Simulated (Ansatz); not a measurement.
**Lattice constant a of some cubic elemental metals**

Method: r²SCAN-D4 (plane waves, PAW; Ansatz, an electronic-structure program). References are measured values corrected to a static lattice. The table is a random draw of 8 from 25 solids with such references.

Values in Å.

```csv
solid,reference,r²SCAN-D4,error (%)
fcc Sr,6.045¶,6.079,+0.56
bcc Cs,6.039¶,6.249,+3.48
bcc V,3.021,2.976,-1.49
fcc Rh,3.794,3.788,-0.16
fcc Al,4.018,3.978,-1.00
fcc Cu,3.595¶,3.560,-0.97
bcc Rb,5.576¶,5.721,+2.60
fcc Au,4.062,4.109,+1.16
```

Over these 8 solids the mean error is +0.52 %, the mean absolute error 1.43 % (median 1.08 %), and the worst case bcc Cs at +3.48 %; the value is above the reference in 4 of 8 cases. Over all 25, from unrounded values, the mean error is +0.54 % and the mean absolute error 0.93 % (median 0.61 %). Caveats on values not shown: a distance lies near a switch of the dispersion term, which can move the cell (2); the commensurate order stands in for chromium's spin-density wave, and the size of the moments varies much between levels (1).

All these references are brought to a static lattice.

Spin–orbit coupling is left out, also for the solids with elements from indium on (bcc Cs, fcc Au); its size isn't shown.

¶ marks references of a special kind: fcc Sr, 6.045 Å (measured, low-temperature or extrapolated to 0 K; zero-point anharmonic expansion removed; as tabulated in Csonka et al. (2009), arXiv:0903.4037); bcc Cs, 6.039 Å (measured, low-temperature or extrapolated to 0 K; zero-point anharmonic expansion removed; as tabulated in Csonka et al. (2009), arXiv:0903.4037); fcc Cu, 3.595 Å (measured, low-temperature or extrapolated to 0 K; zero-point anharmonic expansion removed; as tabulated in Csonka et al. (2009), arXiv:0903.4037); bcc Rb, 5.576 Å (measured, low-temperature or extrapolated to 0 K; zero-point anharmonic expansion removed; as tabulated in Csonka et al. (2009), arXiv:0903.4037).

Differences are worked out from the printed values.

Ansatz's density-functional and Hartree–Fock values are scalar-relativistic unless marked +SOC, with PAW data made under PBE.

Ansatz's runs of these crystals have no spin polarisation. Meta-GGAs and exact exchange favour moments, which can bear on bcc V, fcc Rh.

Not in this set, of the elemental metals with a reference value in our tables and a result at some level: 19 for a reference at room or unstated temperature. These can be a level's best or worst cases. Solids without a released value at any level aren't counted. Layered and molecular crystals are counted apart. The metals Ce to Yb are counted apart.

References as tabulated in Csonka et al. (2009), arXiv:0903.4037; Mejia-Rodriguez and Trickey (2018), arXiv:1807.09216.
